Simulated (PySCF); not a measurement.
NMR data sheet: Cyanoformamide

| Item | Value |
| --- | --- |
| Formula | C2H2N2O |
| SMILES | N#CC(N)=O |
| InChI | InChI=1S/C2H2N2O/c3-1-2(4)5/h(H2,4,5) |
| Point group of the computed structure | Cs |
| Degrees of unsaturation | 3 |
| Carbon signals | 2 |
| Proton signals | 2 |

Numbering as in the mapped SMILES `[N:1]#[C:2][C:3]([NH2:4])=[O:5]`. Each H is labelled by its parent atom. Ha(N4) is cis to the C=O or C=S heteroatom; Hb(N4) is trans to the C=O or C=S heteroatom.

Non-relativistic, one conformer, isolated molecule. NMR shieldings at B97-2/pcSseg-2/GIAO; structure optimised with PBE0-D3(BJ)/def2-TZVP; PySCF.

Referencing at the same level of theory: 1H and 13C against TMS; 15N against NH3; 17O against H2O.

| carbon | δC, type | δH (multiplicity) | HMBC from (2–3 bonds) | span of the C tensor (ppm) |
| --- | --- | --- | --- | --- |
| C2 | 116.9, C | – | – | 340 |
| C3 | 148.2, C | – | – | 163 |

Other nuclei:
| atoms | nucleus | environment | δ (ppm) | σ (ppm) |
| --- | --- | --- | --- | --- |
| Hb(N4) | 1H | hydrogen on an amide-type nitrogen | 5.42 | 26.22 |
| Ha(N4) | 1H | hydrogen on an amide-type nitrogen | 5.00 | 26.63 |
| N1 | 15N | nitrile nitrogen | 293.7 | -31.9 |
| N4 | 15N | amide-type nitrogen | 118.8 | 142.9 |
| O5 | 17O | carbonyl oxygen of an acyl cyanide | 425.3 | -97.6 |

- Carbon types of the structure: 2 × C, leaving 2 H on heteroatoms.
- δC 148.2: acyl cyanide carbonyl carbon.
- δC 116.9: nitrile carbon; this is the usual window of a C≡N carbon, which has no attached hydrogen.
- δH 5.42, 5.00: hydrogen on an amide-type nitrogen; exchangeable, gas-phase position.

Exchangeable OH/NH protons stand at their gas-phase positions; hydrogen bonding in a real sample shifts them, mostly to higher δ. The two substituents on the amide-type nitrogen aren't averaged: C–N rotation is slow on the NMR time scale. Shifts are as computed. Against solution values, carbons near 30 ppm lie about +3 ppm off and those near 130 ppm about +7 ppm. Of 1211 compounds with measured shifts, 218 miss one by over three times the rms of a fit or turn the order of signals round; such compounds aren't used in these exercises. Hydrogen bonding in solution shields acid and N–H amide carbonyl oxygens by tens of ppm. The C=O carbon of an acid or of an amide with N–H lies up to 10 ppm further downfield in solution, through hydrogen bonding that the calculation lacks. Unscaled 17O shifts of doubly bonded oxygen tend to come out too high, by tens of ppm or more. Experimental scales use liquid or dissolved standards, which lie at an offset from isolated NH3 (liquid NH3: subtract about 20 ppm) and H2O (liquid H2O: subtract about 36 ppm). Unscaled 15N shifts of sp2 nitrogen come out 20 to 40 ppm too high even then.
